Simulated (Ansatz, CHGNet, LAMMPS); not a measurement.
Fluorite CeO₂, elastic constant C44

Reference value: 60 GPa (measured, temperature not stated, not corrected to a static lattice; as tabulated in Atomistic and experimental study on thermal conductivity of bulk and porous …).

### Question
What do ionic model lewis1985b, CHGNet-r²SCAN, LDA, PBE, PBEsol, r²SCAN, B3LYP (VWN-RPA form), HSE06, PBE0, r²SCAN0, r²SCANh, Hartree–Fock give, and how far is each from the reference?

### Answer

| level (code) | value (GPa) | cell (Å³/atom) | difference (%) |
|---|---|---|---|
| ionic model lewis1985b (shell model, LAMMPS) | 57.1 | 13.47 | -4.8 |
| CHGNet-r²SCAN | 24.8 | 13.38 | -59 |
| LDA (Ansatz) | 67.6 | 12.82 | +12.7 |
| PBE (Ansatz) | 48.6 | 13.59 | -19.0 |
| PBEsol (Ansatz) | 59.2 | 13.11 | -1.3 |
| r²SCAN (Ansatz) | 55.3 | 13.39 | -7.8 |
| B3LYP (VWN-RPA form) (Ansatz) | 49.5 | 13.58 | -17.5 |
| HSE06 (Ansatz) | 55.7 | 13.08 | -7.2 |
| PBE0 (Ansatz) | 55.7 | 13.09 | -7.2 |
| r²SCAN0 (Ansatz) | 60.0 | 13.04 | 0.0 |
| r²SCANh (Ansatz) | 56.4 | 13.23 | -6.0 |
| Hartree–Fock (Ansatz) | 78.6 | 13.50 | +31 |

The reference's temperature isn't stated, so close values are not ranked against it. Off by more than 25 %, or 35 % on the side where a correction would as a rule narrow the miss (bounds picked here): CHGNet-r²SCAN (-59 %).

The measured value isn't corrected to a static lattice, so vibrations enter the comparison. A static lattice is as a rule stiffer than a warm one, by over a tenth in soft solids. The crystal itself was run without spin with LDA, PBE, PBEsol, r²SCAN, B3LYP (VWN-RPA form), HSE06, PBE0, r²SCAN0, r²SCANh, Hartree–Fock; a magnetic state was not tried in these runs. Each level is taken at its own relaxed cell. Cutoffs differ between the levels. Ansatz's density-functional and Hartree–Fock values are scalar-relativistic unless marked +SOC, with PAW data made under PBE.

Empirical potentials (ionic model lewis1985b) are fitted to chosen data: where that held the value shown, agreement is built in, and what lay outside the fit can be far off. Machine-learned potentials (CHGNet-r²SCAN) are trained on DFT data: a solid inside that data is no test of them.

Differences are worked out from the printed values.

Ansatz is a first-principles code.
